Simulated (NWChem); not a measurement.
Species: ethylene (C₂H₄); SMILES C=C

Computed with NWChem. Medium grid unless said otherwise, to which SCAN and Minnesota functionals are sensitive. The geometry was optimised at PBE0/def2-SVP. B3LYP is NWChem's, with the RPA form of VWN correlation. Total energies of different functionals are on different scales.

| level | energy (Ha) | highest occupied level (eV) | orbital gap (eV) |
|---|---|---|---|
| B3LYP/def2-SVP | -78.5316 | -7.52 | 7.68 |
| PBE/def2-SVP | -78.4112 | -6.61 | 5.89 |
| PW6B95/def2-SVP | -78.6257 | -7.87 | 8.36 |
| KT2/def2-SVP | -79.8890 | -6.56 | 5.93 |
| LC-wPBE (HJS exchange hole, range parameter 0.4 per bohr)/def2-SVP | -78.4669 | [?] | [?] |
| PW91/def2-SVP | -78.4847 | -6.64 | 5.89 |
| MN15-L/def2-SVP | -78.4278 | -6.94 | 6.76 |

**Question.** What belongs in the gaps?

**Answer.** 
- LC-wPBE (HJS exchange hole, range parameter 0.4 per bohr)/def2-SVP, highest occupied level (eV): -10.68
- LC-wPBE (HJS exchange hole, range parameter 0.4 per bohr)/def2-SVP, orbital gap (eV): 13.50
